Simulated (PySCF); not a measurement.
Electric properties by functional and basis

Species: NH3.
SMILES: `N`

PySCF, dipoles from the SCF density, polarisabilities from static response with core orbitals frozen. Isolated species at its PBE0-D3(BJ)/def2-SVP geometry, gas phase.

Q: Which levels come closest to the reference values?

A: 

| level | μ (D) | error (%) | α (au) | error (%) | anisotropy (au) |
| --- | --- | --- | --- | --- | --- |
| B3LYP/def2-SVPD | 1.619 | +9.7 | 13.64 | -3.9 | 0.51 |
| PBE0/def2-SVPD | 1.625 | +10.1 | 13.40 | -5.6 | 0.43 |
| BHandHLYP/def2-SVPD | 1.668 | +13.0 | 12.97 | -8.6 | 0.07 |
| CAM-B3LYP/def2-SVPD | 1.666 | +12.9 | 13.44 | -5.3 | 0.36 |
| wB97X-D/def2-SVPD | 1.656 | +12.2 | 13.45 | -5.2 | 0.50 |
| LC-wPBE/def2-SVPD | 1.700 | +15.2 | 13.06 | -7.9 | 0.24 |
| PBE0/6-31G* | 1.972 | +33.6 | 8.22 | -42.1 | 3.64 |
| PBE0/def2-SVP | 1.791 | +21.3 | 8.54 | -39.8 | 2.88 |
| PBE0/def2-TZVP | 1.785 | +20.9 | 10.55 | -25.7 | 1.32 |
| PBE0/aug-cc-pVDZ | 1.595 | +8.1 | 14.00 | -1.4 | 1.41 |
| PBE0/def2-TZVPD | 1.586 | +7.5 | 14.01 | -1.3 | 1.16 |
| PBE0/aug-cc-pVTZ | 1.587 | +7.5 | 14.33 | +1.0 | 1.49 |

Reference dipole: 1.476 D (measured, gas; NIST CCCBDB Release 22 (SRD 101), experimental dipoles). Reference dipole: 1.529 D (computed, CCSD(T)/CBS, all electrons, equilibrium geometry, gas; Hait, Head-Gordon, J. Chem. Theory Comput. 14 (2018) 1969). Reference polarisability: 2.103 Å³ (measured, gas; NIST CCCBDB Release 22 (SRD 101), experimental polarizabilities). Reference polarisability: 2.081 Å³ (computed, CCSD(T)/CBS, static electronic, isotropic average, equilibrium geometry, gas; Hait, Head-Gordon, Phys. Chem. Chem. Phys. 20 (2018) 19800). Errors are taken against the first value of each kind. The anisotropy is √(½[(α1 − α2)² + (α2 − α3)² + (α3 − α1)²]). For the dipole, the smallest error is 7.5% (PBE0/def2-TZVPD and PBE0/aug-cc-pVTZ) and the largest 33.6% (PBE0/6-31G*). For the polarisability, the smallest error is 1.0% (PBE0/aug-cc-pVTZ) and the largest 42.1% (PBE0/6-31G*). The dipole runs from 1.59 D (PBE0/def2-TZVPD) to 1.97 D (PBE0/6-31G*). In one basis (def2-SVPD) the functionals order the polarisability from BHandHLYP (lowest) to B3LYP (highest), a spread of 5%. With PBE0 the polarisability is 9.10 au without diffuse functions (mean of 6-31G*, def2-SVP and def2-TZVP) and 13.94 au with them (mean of def2-SVPD, aug-cc-pVDZ, def2-TZVPD and aug-cc-pVTZ). Measured values can belong to vibrating molecules; the computed ones are for one fixed geometry.
